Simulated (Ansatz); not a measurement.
Basis-set extrapolation for CO+, SMILES `[C]#[O+]` radical (PBE0-D4/def2-TZVP geometry, frozen core, Ansatz 0.2.0). Multiplicity 2, UHF reference.

|  | cc-pV(T+d)Z | cc-pV(Q+d)Z |
| --- | --- | --- |
| HF | -112.303169 | -112.312007 |
| MP2 correlation | -0.310936 | -0.332894 |
| CCSD(T) correlation | -0.340697 | -0.361650 |

Energies in hartree. Use E(X) = E(∞) + A·exp(−5.46·√X) for Hartree–Fock and E(X) = E(∞) + B·X^(−3.05) for correlation, with X = 3 and 4.

Task: What is the CCSD(T) energy at the basis-set limit?

Result: HF limit: -112.312007 + (-0.008838) × 0.30130 = -112.31467. Correlation limit: -0.361650 + (-0.020953) × 0.71189 = -0.37657. Total: -112.69124 hartree, 1.29 eV below CCSD(T)/cc-pV(T+d)Z.

The UHF reference is spin-contaminated (⟨S²⟩ = 0.95, T1 = 0.050).
